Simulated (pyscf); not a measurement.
PySCF, gas phase, ωB97X-D3(BJ)/def2-SVP geometries. MP2 and CC: frozen core, UHF for open shells. ΔMP2 is the change of the MP2 total energy from the triple- to the quadruple-zeta basis.

Q: Estimate by transition-state theory the rate constant of HO–AsH• (SMILES O[AsH]) + H• (SMILES [H]) → AsH (SMILES [AsH]) [triplet] + H₂O (SMILES O) (triplet surface; As–O broken, H–O formed) at 600 K, with CCSD(T)/def2-TZVPP + ΔMP2(QZVPP) energies (ideal gas, 1 atm, RRHO with modes under 100 cm⁻¹ raised to 100, one conformer, R ln 2 for rigid chiral ones; no tunnelling).

A: The electronic barrier is 10.5 kcal/mol and the thermal terms add +13.7, so ΔG‡ = 24.1 kcal/mol. With k_BT/h = 1.25e+13 s⁻¹ and RT = 1.192 kcal/mol, and a volume of 8.18e-20 cm³ per molecule at 1 atm, k = 1.6e-15 cm³ molecule⁻¹ s⁻¹. Wigner's tunnelling factor for 1596i cm⁻¹ would be 1.61, likely too low at so high a frequency. A shift of 1 kcal/mol in the barrier changes k by a factor 2.3. HO–AsH• + H• also meet on a surface of lower spin, which isn't treated here. This is the saddle that the search found; another between the same sides may lie lower. The angle at the attacked O is 151°. The CCSD(T) − MP2 part came from Ansatz, without density fitting, on the same reference. The frozen core leaves the outer d or s,p core shells of the metals and heavy elements correlated in the MP2 and CC values, and def2-TZVPP describes them poorly, which can shift differences by a few kcal/mol. Elements up to Kr have no core potential and no relativistic terms here.
